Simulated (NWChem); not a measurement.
**Ionisation of C**

```xyz
1

C      0.0000     0.0000     0.0000
```
Charge 0, spin multiplicity 3.

Everything below was run with NWChem.

Basis set: def2-TZVPD. −ε marks an orbital energy of the parent.

B3LYP has NWChem's definition, with VWN1-RPA local correlation. The stability of the SCF solutions was not checked.

Problem. One of these methods gave a first vertical ionisation energy of 7.31 eV. Which?
A) −ε(alpha HOMO) of B3LYP
B) G0W0@PBE
C) −ε(alpha HOMO) of PBE0
D) −ε(alpha HOMO) of PBE

Solution. A, −ε(alpha HOMO) of B3LYP. The others give 7.63 (−ε(alpha HOMO) of PBE0), 6.06 (−ε(alpha HOMO) of PBE), 10.37 (G0W0@PBE).
